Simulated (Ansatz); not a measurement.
Worked example: the enthalpy of formation of C2H8N2 (1,1-dimethylhydrazine)

The species is C2H8N2 (12 atoms), meant as a singlet with charge 0. SMILES: `CN(C)N`. Geometry: relaxed at PBE0-D4/def2-TZVP. This is one conformer, not always the lowest.

Total energies at B3LYP/6-31G* (spherical functions) (Ansatz 0.2.0); the atoms run unrestricted:

```
species    state  energy (Eh)
 C2H8N2  singlet  -190.478063
      C  triplet   -37.844694
      N  quartet   -54.582875
      H  doublet    -0.500273
```

Harmonic wavenumbers at PBE0-D4/def2-TZVP, in cm⁻¹: 253, 280, 302, 395, 429, 466, 856, 946, 1042, 1095, 1112, 1166, 1264, 1297, 1348, 1427, 1452, 1470, 1481, 1485, 1500, 1670, 2924, 2940, 3079, 3092, 3127, 3153, 3376, 3568.

Measured heats of formation of the gaseous atoms at 298.15 K, in kJ/mol: C 716.9, N 472.4, H 218.0. Take 1 Eh = 2625.50 kJ/mol, 1 cm⁻¹ = 0.0119627 kJ/mol, RT = 2.479 kJ/mol.

Q: What heat of formation follows?

A: 
1. Electronic atomisation energy: 2 × (-37.844694) + 2 × (-54.582875) + 8 × (-0.500273) − (-190.478063) = 1.620741 Eh = 4255.3 kJ/mol.
2. Zero-point energy: half the sum of the wavenumbers, 23997.5 cm⁻¹ = 287.1 kJ/mol.
3. Thermal vibrational enthalpy, Σ hcν̃/(exp(hcν̃/kT) − 1): 6.5 kJ/mol. Translation, rotation and pV of a non-linear molecule: 4 RT = 9.9 kJ/mol.
4. The 12 free atoms carry 5/2 RT each: 74.4 kJ/mol.
5. Atomisation enthalpy at 298 K: 4255.3 − 287.1 − 6.5 − 9.9 + 74.4 = 4026.2 kJ/mol.
6. Sum of the atoms' heats of formation: 4122.6 kJ/mol. Heat of formation: 4122.6 − 4026.2 = +96.4 kJ/mol.

The tabulated value is +84.1 kJ/mol (CRC Handbook of Chemistry and Physics), so this level is off by +12.3 kJ/mol, or 0.3 % of the atomisation enthalpy that the table implies (4038.5 kJ/mol). Anharmonicity and any spin-orbit splitting of the molecule are left out.
